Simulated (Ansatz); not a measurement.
**CH₅Al (triplet): from Hartree-Fock to the top rungs at distance Al1–H4 along a hydrogen transfer = 1.943 Å, cc-pVDZ**

How much of the correlation energy of CH₅Al (triplet) does each wave-function method recover here?

Program: Ansatz 0.2.0, Gaussian basis. Level of theory: cc-pVDZ, core rule «outside noble gas», up to 6 orbitals frozen. These are calculated values, not measurements.

Plan: UHF; CCSD(T) on ROHF; CCSD(T) on UHF; BCCD(T) on ROHF; CISD; CCSDT(Q) on ROHF; CCSDT(Q) on UHF; CASSCF and NEVPT2, 4 electrons in 4 orbitals.

7 further runs of the same task are left out: 1 for a mislabelled method, 6 that didn't finish.

## 1. The geometry

The geometry derives from fragments relaxed apart (PBE0/def2-TZVP) and kept rigid, so it is no stationary point. A hydrogen atom is moved between rigid fragments.

7 atoms, charge 0, spin multiplicity 3.

Atoms are counted from 1 here; the program's logs count them from 0.

Bond lengths: Al1–H2 1.586 Å, Al1–H3 1.586 Å, Al1–H4 1.943 Å, H4–C5 1.149 Å, C5–H6 1.079 Å, C5–H7 1.079 Å. Angles: H2–Al1–H3 120.0°, H2–Al1–H4 120.0°, H3–Al1–H4 120.0°, Al1–H4–C5 180.0°, H4–C5–H6 112.6°, H4–C5–H7 112.6°, H6–C5–H7 134.8°.

Coordinates:

```xyz
7
charge 0, multiplicity 3
Al   -1.01212    0.00000    0.00000
H    -1.80505    1.37338    0.00000
H    -1.80505   -1.37338    0.00000
H     0.93088    0.00000    0.00000
C     2.07988    0.00000    0.00000
H     2.49435    0.00000    0.99616
H     2.49435    0.00000   -0.99616
```

## 2. UHF

in.yaml

```yaml
crystal:
  periodic: [false, false, false]
  atoms:
    - {symbol: Al, position_ang: [-1.012122, 0.000000, 0.000000]}
    - {symbol: H, position_ang: [-1.805046, 1.373384, 0.000000]}
    - {symbol: H, position_ang: [-1.805046, -1.373384, 0.000000]}
    - {symbol: H, position_ang: [0.930878, 0.000000, 0.000000]}
    - {symbol: C, position_ang: [2.079878, 0.000000, 0.000000]}
    - {symbol: H, position_ang: [2.494346, 0.000000, 0.996161]}
    - {symbol: H, position_ang: [2.494346, 0.000000, -0.996161]}
basis:
  gaussian: {orbitals: cc-pVDZ}
magnetization: {spin_polarized: true, initial_magnetization: 2}
hamiltonian: {xc: hf}
output: {orbitals: {seedname: orbitals}}
```

Started as:

```sh
$ ansatz run in.yaml --threads 1 --pin off --events-out ev --progress --plain --max-ram 2393MiB
```

The runs that follow: CCSD(T) on ROHF; CCSD(T) on UHF; BCCD(T) on ROHF; CISD; CCSDT(Q) on ROHF; CCSDT(Q) on UHF; CASSCF and NEVPT2, 4 electrons in 4 orbitals.

Q: Predict the results of all the runs planned. Wanted: UCCSDT(Q) below the RHF energy; RMP2 from UCCSDT(Q); UMP2 from UCCSDT(Q); RCCSD from UCCSDT(Q); RCCSD(T) from UCCSDT(Q); UCCSD(T) from UCCSDT(Q); RCCSDT(Q) from UCCSDT(Q); NEVPT2 pair from UCCSDT(Q); T1 diagnostic.

**Answer**, as computed:

```
                         quantity                                                   value
   UCCSDT(Q) below the RHF energy                                              -6.7262 eV
              RMP2 from UCCSDT(Q)                                         +30.18 kcal/mol
              UMP2 from UCCSDT(Q)                                         +30.48 kcal/mol
             RCCSD from UCCSDT(Q)                                          +3.70 kcal/mol
          RCCSD(T) from UCCSDT(Q)                                          +0.75 kcal/mol
          UCCSD(T) from UCCSDT(Q)                                          +0.75 kcal/mol
         RCCSDT(Q) from UCCSDT(Q)                                          +0.02 kcal/mol
       NEVPT2 pair from UCCSDT(Q)                                         +30.76 kcal/mol
levels within 1 kcal/mol (43 meV)  RCCSD(T), UCCSD(T), BCCD(T), RCCSDT, UCCSDT, RCCSDT(Q)
                    T1 diagnostic                                                   0.019
```

What this shows: RCCSD(T) misses by +0.75 kcal/mol, 0.5 % of the correlation energy. These misses are within one basis, not against nature; the frozen cores of restricted and unrestricted runs differ, which can shift their rows.
